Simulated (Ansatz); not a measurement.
hcp Co, treated with PBEsol in Ansatz (PAW).

Numerical settings: plane-wave cutoff 500 eV, 14×14×1 k mesh (along the axes of the cell as run), Fermi–Dirac smearing 0.1 eV, scalar-relativistic PAW data made under PBE.

### Question
Estimate the surface energy of the (11-20) face and work function of the (11-20) face that the calculation returns.

### Answer

* **surface energy of the (11-20) face**: 2.97 J/m²
* **work function of the (11-20) face**: 4.53 eV

The slab of 20 atoms is relaxed and unreconstructed.

The computed numbers hold no vibrational or temperature effects.

Cost on a shared machine: roughly 2.9 core-hours.

Ansatz is a quantum-chemistry and plane-wave program.
